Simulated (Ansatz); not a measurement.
## Ir, fcc: geometry optimisation

Computed with DFT, RPBE, plane waves (420 eV) with PAW, scalar-relativistic (Ansatz 0.2.0). The PAW files were generated under PBE, with cores re-solved for the functional.

k-point mesh 14×14×14, Fermi-Dirac smearing 0.1 eV, no spin polarisation. Cell and atoms relax.

Starting structure:

```
Ir
1.0
     0.00000    1.91970    1.91970
     1.91970    0.00000    1.91970
     1.91970    1.91970    0.00000
Ir
1
Direct
  0.00000 0.00000 0.00000
```

**Question.** The pressure at the start is 13.7 GPa. By how much does the volume change?

**Answer.** From 14.15 to 14.69 Å³ per atom, 3.8 %. The final cell has a = 3.888 Å.

**Question.** How much energy does the relaxation gain?

**Answer.** 22.2 meV per atom.
